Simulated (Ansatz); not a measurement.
# [CH₃···H···NH], triplet: transfer scan

Starting geometry:

```xyz
7

C    -1.1618    0.0326    0.0000
H    -1.5250    1.0599    0.0000
H    -1.5250   -0.4811    0.8897
H    -1.5250   -0.4811   -0.8897
H    -0.0722    0.0326    0.0000
N     1.2232    0.0326    0.0000
H     1.4923   -0.9716    0.0000
```

From there H5 is moved from one fragment to the other while all else, the fragments' distance too, stays fixed; atoms are numbered as listed. Energies are in kcal/mol, counted from the starting geometry at the same level.

Basis cc-pVDZ; Ansatz 0.2.0. Correlated methods freeze the noble-gas cores. Prefix R: restricted or restricted open-shell reference; prefix U: unrestricted.

Full CI isn't at hand for all of this; UCCSDT(Q) serves as the reference, and is uncertain by about the last step of the cluster series.

```
distance C1-H5 (Å)   UHF
             1.090   0.0
             1.126   1.7
             1.199   5.8
             1.272   8.9
             1.345  10.7
```

Task: Estimate the UCCSDT(Q) curve in cc-pVDZ from this one, knowing how UHF errs.

Result: The computed UCCSDT(Q) values, in kcal/mol from the starting point, and the error of UHF against them:
```
distance C1-H5 (Å)  UCCSDT(Q)  UHF less UCCSDT(Q)
             1.090        0.0                 0.0
             1.126        0.4                 1.3
             1.199        2.5                 3.3
             1.272        5.1                 3.8
             1.345        8.3                 2.4
```

The error spans 3.8 kcal/mol and is largest, 3.8 kcal/mol, at 1.272 Å.
